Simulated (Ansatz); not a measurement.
C4H8, singlet: a single point away from equilibrium.

The input file, in.yaml:

```yaml
crystal:
  periodic: [false, false, false]
  atoms:
    - {symbol: C, position_ang: [-0.910200, 1.317700, -0.228500]}
    - {symbol: C, position_ang: [-0.090100, 0.081200, -0.087000]}
    - {symbol: C, position_ang: [0.217800, -0.326400, 1.350400]}
    - {symbol: C, position_ang: [0.488500, -0.679700, -1.219500]}
    - {symbol: H, position_ang: [-1.176500, 1.668500, -1.337800]}
    - {symbol: H, position_ang: [-1.281700, 1.796700, 0.593700]}
    - {symbol: H, position_ang: [-0.740400, -0.644900, 1.940200]}
    - {symbol: H, position_ang: [0.546900, 0.442300, 2.007500]}
    - {symbol: H, position_ang: [0.848900, -1.141600, 1.330600]}
    - {symbol: H, position_ang: [-0.221300, -1.099100, -1.766000]}
    - {symbol: H, position_ang: [1.197400, 0.079200, -1.864100]}
    - {symbol: H, position_ang: [1.177200, -1.517100, -0.743600]}
basis:
  gaussian: {orbitals: def2-TZVPP}
hamiltonian: {xc: pbe, dispersion: d4}
output: {forces: true}
```

Command:

```bash
ansatz run in.yaml --threads 8 --pin off --events-out ev --progress --plain --max-ram 10444MiB
```

The run's output (Ansatz 0.2.0):

```
Functional definition: PBE
  name "PBE"
  cite "Perdew, Burke & Ernzerhof, Phys. Rev. Lett. 77, 3865 (1996) doi:10.1103/PhysRevLett.77.3865"
  parent pbe
  parameter kappa = 0.804
  parameter beta = 0.06672455060314922
  exchange = pbe_x(kappa = kappa, mu = beta*pi^2/3)
  correlation = pbe_c(beta = beta)
1192 factors; their error is unknown
mean field evaluation 1: about -4256.9344 eV, gradient 7.8e1 eV
mean field evaluation 2: about -4235.8683 eV, gradient 1.1e2 eV
mean field evaluation 4: about -4270.6059 eV, gradient 2.3e1 eV
mean field evaluation 8: about -4271.9784 eV, gradient 2.3e-1 eV
mean field evaluation 16: about -4271.9464 eV, gradient 1.1e-3 eV
mean field -4271.94640410 eV, -156.9911347215 hartree, gradient 5.1e-5 eV, S^2 0.000000; 0 other end points of the search recorded, 0 dependent functions left out
the calculation of the forces begins
reference -4271.94644777 eV, -156.9911363264 hartree; 16, 16 occupied and 220, 220 virtual orbitals, 1192 factors
Total energy: -4272.13792995 eV, -156.9981731667 hartree
Atom 0 at    -0.910200     1.317700    -0.228500 Å, force     3.374900    -5.304594    -4.722747 eV/Å
Atom 1 at    -0.090100     0.081200    -0.087000 Å, force    -3.169885     5.397852     1.217636 eV/Å
Atom 2 at     0.217800    -0.326400     1.350400 Å, force    -3.589282     0.275814    -0.103810 eV/Å
Atom 3 at     0.488500    -0.679700    -1.219500 Å, force     5.957843     2.143323     2.502644 eV/Å
Atom 4 at    -1.176500     1.668500    -1.337800 Å, force     0.504078    -0.559042     2.501031 eV/Å
Atom 5 at    -1.281700     1.796700     0.593700 Å, force    -1.008836     1.343220     2.120212 eV/Å
Atom 6 at    -0.740400    -0.644900     1.940200 Å, force     1.140883     0.091688    -1.156326 eV/Å
Atom 7 at     0.546900     0.442300     2.007500 Å, force     0.890489     1.041135     0.295308 eV/Å
Atom 8 at     0.848900    -1.141600     1.330600 Å, force     1.699461    -1.900689     0.360215 eV/Å
Atom 9 at    -0.221300    -1.099100    -1.766000 Å, force    -3.127405    -1.972848    -2.961708 eV/Å
Atom 10 at     1.197400     0.079200    -1.864100 Å, force    -1.587183    -1.949320     1.175362 eV/Å
Atom 11 at     1.177200    -1.517100    -0.743600 Å, force    -1.085063     1.393461    -1.227817 eV/Å
Dipole moment:     0.075715    -0.125809     0.035800 e Å
```

The lines “mean field evaluation” count trial sets of orbitals through the whole run, from several starts and some on an approximate energy, so they need not fall steadily or lie above the final value.

The run took about 2.1 s on 8 CPU threads of an Arm Neoverse N1 (shared host).
